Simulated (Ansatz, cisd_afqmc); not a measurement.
System: CH, charge 0, doublet. CH (SMILES [CH], doublet).
B3LYP-D3(BJ)/def2-TZVP minimum from Ansatz (a program for electronic structure):
```xyz
2

C      0.0000     0.0000    -0.1605
H      0.0000     0.0000     0.9630
```
Charge 0, spin multiplicity 2.

Total energies in cc-pVTZ, 5 correlated electrons, 1 frozen orbitals. UHF or UKS for unpaired electrons; spin-orbit terms are left out. Correlated methods leave the cores frozen. No relativity. The Monte Carlo rows (phaseless AFQMC, CISD trial, step 0.005/hartree) carry one-sigma bars that omit the constraint's bias. Outlying blocks are dropped, and bars are widened where a walk drifts. Over all cases where full CI ran beside it in this data, AFQMC minus full CI had a median of +0.1 mEh and passed +0.4 mEh in a tenth of the cases. Full CI freezes restricted core orbitals and the other rows unrestricted ones, which leaves a small offset even where coupled cluster is exact. The UHF reference of CH ([CH], doublet) is spin-contaminated (<S^2> up to 0.35 over the pure value in the sets run).

```
method         program        energy (Eh)  error against FCI (mEh)
----------  ----------  -----------------  -----------------------
HF              Ansatz          -38.28472                   126.29
MP2             Ansatz          -38.37766                    33.36
CCSD            Ansatz          -38.40661                     4.40
CCSD(T)         Ansatz          -38.41004                     0.97
CCSDT(Q)        Ansatz          -38.41109                    -0.08
CCSDTQ          Ansatz          -38.41110                    -0.08
AFQMC/CISD  cisd_afqmc  -38.4103 ± 0.0001                0.7 ± 0.1
FCI             Ansatz          -38.41101                     0.00
```

Rough core times of Ansatz's runs on a shared machine: CCSD(T) under 20 s, CCSDT(Q) under 20 s, CCSDTQ 4 min, FCI 40 s.
